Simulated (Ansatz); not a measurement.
Candidates: fcc Sr, bcc Fe, diamond, bcc W, bcc Rb, fcc Pt. Level: HSE06 in Ansatz (plane waves, PAW).

Ansatz's runs of these crystals have no spin polarisation, but for bcc Fe. A magnetic state wasn't tried for fcc Pt with meta-GGA or hybrid levels, which favour moments.

Density-functional runs with spin start from parallel moments for bcc Fe.

Spin–orbit coupling is left out, also for the solids with elements from indium on (bcc W, fcc Pt); its size isn't shown.

Ansatz's density-functional and Hartree–Fock values are scalar-relativistic unless marked +SOC, with PAW data made under PBE.

Problem. Order them by their lattice constant a at this level, smallest first.

Solution. bcc Fe (2.912 Å), bcc W (3.163 Å), diamond (3.546 Å), fcc Pt (3.926 Å), bcc Rb (5.728 Å), fcc Sr (6.119 Å)

Ansatz is an electronic-structure program.
